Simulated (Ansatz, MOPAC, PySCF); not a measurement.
Reaction (SMILES): FB(F)F → F[B]F + F atom (the B-F bond breaks)

Property: bond dissociation energy (enthalpy at 298 K), in kcal/mol. Terms: UHF or UKS for open shells; 6-31G* and kin with 6d, 5d where marked; frozen cores in correlated levels; LANL2DZ all-electron up to Ne; dispersion terms only where a functional's name holds one; non-relativistic; 6-311+G** with 5d; no spin-orbit coupling. CBS marks a two-point X^-3 extrapolation of the correlation energy; Hartree-Fock from the larger set. Ab initio and DFT rows: single points at B3LYP-D3(BJ) geometries (Ansatz, a first-principles code), with unscaled harmonic terms from B3LYP/6-31G* at its own minima. Semi-empirical rows: MOPAC heats of formation at their own minima for 298 K.

Coupled cluster (Ansatz) is a level with limits of its own, used here on species with T1 under 0.025 (0.045 for open shells) and stable references: CCSD(T)/CBS(cc-pVTZ,cc-pVQZ).

Value to compare with, CCSD(T)/CBS(cc-pVTZ,cc-pVQZ) (Ansatz): 171.9 kcal/mol.

```tsv
level	program	bond dissociation energy (enthalpy at 298 K) (kcal/mol)	difference
AM1	MOPAC	150.2	-21.7
HF/6-311+G**	Ansatz	126.7	-45.2
SVWN5/6-31G*	Ansatz	198.5	26.6
BLYP/6-31G*	Ansatz	172.2	0.3
B3LYP/LANL2DZ	Ansatz	149.8	-22.1
B3LYP/def2-SVP	Ansatz	170.9	-1.0
B3LYP/cc-pVDZ	Ansatz	166.5	-5.4
M06-2X/6-31G* (5d)	PySCF	173.1	1.2
MP2/STO-3G	Ansatz	136.4	-35.5
PBE/def2-TZVPD	Ansatz	168.4	-3.5
```

Among the 9 habitual levels, HF/6-311+G** lies farthest from CCSD(T)/CBS(cc-pVTZ,cc-pVQZ) (Ansatz) (-45.2 kcal/mol) and BLYP/6-31G* nearest (0.3); 3 of 9 lie above it, and their mean absolute difference is 17.7 kcal/mol, the median 21.7. One case shows no general order.

The levels are drawn from those run, B3LYP/6-31G* more often than the rest, none by its result; runs whose electronic state is in doubt are left out.
